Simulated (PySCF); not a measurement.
Metal–ligand bonds in Ta(F)4–Y. Gas-phase values, no solvent. One relaxed conformer stands for each flexible species; it need not be the lowest. Multiplicities are imposed; where one is given, others were not computed. Strings in code marks are SMILES.

The dipole moment from two functionals at the same geometries (PBE-D3(BJ)/def2-SVP), both in PySCF: PBE-D3(BJ)/def2-TZVP and TPSSh-D3(BJ)/def2-TZVP. 

```csv
species,PBE-D3(BJ)/def2-TZVP (D)
free radical NH2,1.92
free radical CH3 (`[CH3]`),0.00
free radical OCH3 (`[O]C`),2.10
free radical SH (`[SH]`),0.87
```

### Question
What does TPSSh-D3(BJ)/def2-TZVP give for each?

### Answer

- free radical NH2: 1.93
- free radical CH3 (`[CH3]`): 0.00
- free radical OCH3 (`[O]C`): 2.02
- free radical SH (`[SH]`): 0.88
Over these rows, drawn at random from the members with no instability flagged (it was tested for open shells, ions and some series alone), PBE minus TPSSh-D3(BJ): mean +0.01 D, from -0.02 D to +0.09 D.
